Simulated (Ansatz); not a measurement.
in.yaml

```yaml
crystal:
  periodic: [false, false, false]
  atoms:
    - {symbol: Al, position_ang: [0.010228, -0.017334, 0.000035]}
    - {symbol: H, position_ang: [1.596004, -0.002283, -0.000048]}
    - {symbol: H, position_ang: [-1.100182, 1.864473, -0.003809]}
    - {symbol: H, position_ang: [-0.769625, -1.398179, 0.002908]}
basis:
  gaussian: {orbitals: cc-pVDZ}
correlation: {method: fic_mrcisd_q_relaxed, electrons: outside_noble_gas, active_space: {window: {electrons: 6, orbitals: 7}, shells: [{species: Al, l: s, shell: 3}, {species: Al, l: p, shell: 3}, {species: H, l: s, shell: 1}]}}
```

```sh
$ ansatz run in.yaml --threads 1 --pin off --events-out ev --progress --plain --max-ram 2393MiB
```

Log:

```
594 factors; integrals over basis functions are off by at most 2.4e-7 eV
mean field evaluation 1: about -6627.7708 eV, gradient 8.6e0 eV
mean field evaluation 2: about -6627.7712 eV, gradient 8.5e0 eV
mean field evaluation 4: about -6628.2547 eV, gradient 3.3e-1 eV
mean field evaluation 8: about -6628.2554 eV, gradient 2.6e-5 eV
mean field -6628.25538313 eV, -243.5838925372 hartree, gradient 4.4e-7 eV, S^2 0.000000; 0 other end points of the search recorded, 0 dependent functions left out
reference -6628.25538313 eV, -243.5838925372 hartree; 8, 8 occupied and 25, 25 virtual orbitals, 594 factors
state -6629.77845199 eV, -243.6398642853 hartree
contracted CI cycle   1: correlation -0.00000000 eV, -0.0000000000 hartree, residual 8.72e0 eV
contracted CI cycle   2: correlation -1.28342691 eV, -0.0471650689 hartree, residual 2.14e0 eV
contracted CI cycle   3: correlation -1.36131978 eV, -0.0500275791 hartree, residual 7.70e-1 eV
contracted CI cycle   4: correlation -1.37176044 eV, -0.0504112664 hartree, residual 3.00e-1 eV
contracted CI cycle   5: correlation -1.37339056 eV, -0.0504711722 hartree, residual 1.14e-1 eV
contracted CI cycle   6: correlation -1.37364346 eV, -0.0504804661 hartree, residual 5.15e-2 eV
contracted CI cycle   7: correlation -1.37370058 eV, -0.0504825653 hartree, residual 2.53e-2 eV
contracted CI cycle   8: correlation -1.37371257 eV, -0.0504830057 hartree, residual 1.05e-2 eV
contracted CI cycle   9: correlation -1.37371485 eV, -0.0504830895 hartree, residual 4.73e-3 eV
contracted CI cycle  10: correlation -1.37371526 eV, -0.0504831047 hartree, residual 1.95e-3 eV
contracted CI cycle  11: correlation -1.37371533 eV, -0.0504831074 hartree, residual 8.45e-4 eV
state -6629.77845199 eV, -243.6398642853 hartree; corrected -6631.19592232 eV, -243.6919553593 hartree
Total energy: -6631.19592232 eV, -243.6919553593 hartree
Checks for a lower state left out: starts, orbital_swaps
```

Natural occupations: 1.9785 1.9720 1.9262 0.0787 0.0231 0.0165 0.0050.

For the same geometry and basis full CI lies 15.7 meV higher.

Ran on 1 thread of Arm Neoverse V2, shared host: 1.1 s wall, 0.15 GiB peak host memory.
